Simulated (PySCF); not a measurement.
# TDDFT beside published excitation energies

Published values to compare with (the computed states carry no symmetry labels, so the two lists aren't matched line by line):

```
    state  E (eV)      f   kind of transition  source
3A2(n→π*)    3.38              0-0 transition     [1]
1A2(n→π*)    3.52              0-0 transition     [1]
3A2(n→π*)    3.82         vertical absorption     [2]
3A1(π→π*)    3.97         vertical absorption     [2]
1A2(n→π*)    4.01         vertical absorption     [2]
3B2(π→π*)    4.43         vertical absorption     [2]
1B1(n→π*)    5.18  0.000  vertical absorption     [2]
1A1(π→π*)    5.62  0.234  vertical absorption     [2]
1B2(π→π*)    5.74  0.015  vertical absorption     [2]
 1B2(Ryd)    6.46  0.006  vertical absorption     [2]
 1B1(Ryd)    6.54  0.027  vertical absorption     [2]
```

[1] measured, gas; Loos, Jacquemin, substituted benzenes, arXiv:2401.13809 (2024)
[2] computed, theoretical best estimate (aug-cc-pVTZ), gas; Loos, Jacquemin, substituted benzenes, arXiv:2401.13809 (2024)

Pyranone, C5H4O2.
Z-matrix (Å and degrees, PBE0-D3(BJ)/def2-SVP geometry), rows numbered from 1:
```
O 
C   1  1.2176
C   2  1.4688  1  123.99
C   3  1.3463  2  121.19  1   179.65
O   4  1.3449  3  123.51  2     0.10
C   5  1.3450  4  118.41  3     0.18
C   6  1.3463  5  123.51  4    -0.20
H   3  1.0907  2  118.73  1    -0.29
H   4  1.0912  3  124.96  2  -179.92
H   6  1.0912  5  111.54  4   179.82
H   7  1.0907  2  118.70  1     0.28
```

Method: TDDFT PBE0/def2-SVPD, vertical, gas phase, core orbitals frozen in the response in PySCF 2.14.0, density-fitted response routines.

Computed singlets: 4.03 eV (f 0.000); 5.00 eV (f 0.000); 5.60 eV (f 0.022); 5.69 eV (f 0.172); 6.53 eV (f 0.117); 6.89 eV (f 0.000); 6.96 eV (f 0.017); 7.53 eV (f 0.000); 7.59 eV (f 0.536); 7.60 eV (f 0.001). Computed triplets (Tamm–Dancoff): 3.57, 3.73, 4.17, 4.81 eV.

Task: How does the lowest computed singlet compare with the best estimate listed for the lowest singlet (vertical absorption)?

Result: 4.03 eV against 4.01 eV for 1A2(n→π*) [2]: a difference of +0.02 eV. Geometry and basis of the two calculations needn't be the same.

Task: How does the lowest computed triplet compare with the best estimate listed for the lowest triplet (vertical absorption)?

Result: 3.57 eV against 3.82 eV for 3A2(n→π*) [2]: a difference of -0.25 eV. Geometry and basis of the two calculations needn't be the same.

Adiabatic (Te) and 0-0 energies refer to the relaxed excited state and aren't the vertical quantity computed here.

All these states lie below the vertical ionisation energy of 9.23 eV (ΔSCF).
